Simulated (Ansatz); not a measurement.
Ideal-gas functions of C₂H₃FO, SMILES `C=C(O)F` at 500 K and 1 bar, from an Ansatz frequency run at PBE0-D4/def2-TZVP.

Molar mass 62.04 g/mol, point group Cs (symmetry number 1), electronic degeneracy 1, moments of inertia 45.068, 49.296, 94.365 u Å². Harmonic wavenumbers (cm⁻¹, unscaled): 109, 442, 540, 650, 719, 790, 936, 973, 1202, 1368, 1414, 1803, 3217, 3320, 3857.

Use S(trans) = R[1.5 ln M + 2.5 ln T − 1.1517]; rotational temperatures θ = 24.2544 K / I; S(rot) = R[ln(√π/σ · √(T³/θAθBθC)) + 1.5]; for each mode x = 1.438777 ν̃/T, S = R[x/(eˣ − 1) − ln(1 − e⁻ˣ)] and H = RT x/(eˣ − 1); 1 cm⁻¹ = 0.0119627 kJ/mol; R = 8.31446 J/(mol·K).

**Question.** By hand: the entropy, in J/(mol·K).

**Answer.** Translation 171.1. Rotation: θ = 0.5382, 0.492, 0.257 K, giving 105.9. Vibration, mode by mode: 17.99, 6.85, 5.44, 4.22, 3.61, 3.07, 2.21, 2.03, 1.20, 0.82, 0.73, 0.29, 0.01, 0.01, 0.00, in all 48.5. Electronic 0.0. Sum 325.5 J/(mol·K).

**Question.** By hand: H − E and G − E in kJ/mol, counted from the electronic energy.

**Answer.** Zero-point energy ½ × 21340 × 0.0119627 = 127.6; thermal vibration 13.9; translation, rotation and pV give 4 RT = 16.6. H − E = 158.1 kJ/mol, and G − E = 158.1 − 500 × 325.5/1000 = -4.7 kJ/mol.

Vibration gives 15 % of the entropy, 18.0 J/(mol·K) of it from the mode under 150 cm⁻¹: soft modes count most, and the harmonic formula is weakest for them. The sum counts one conformer and one mirror image; others add a mixing term.
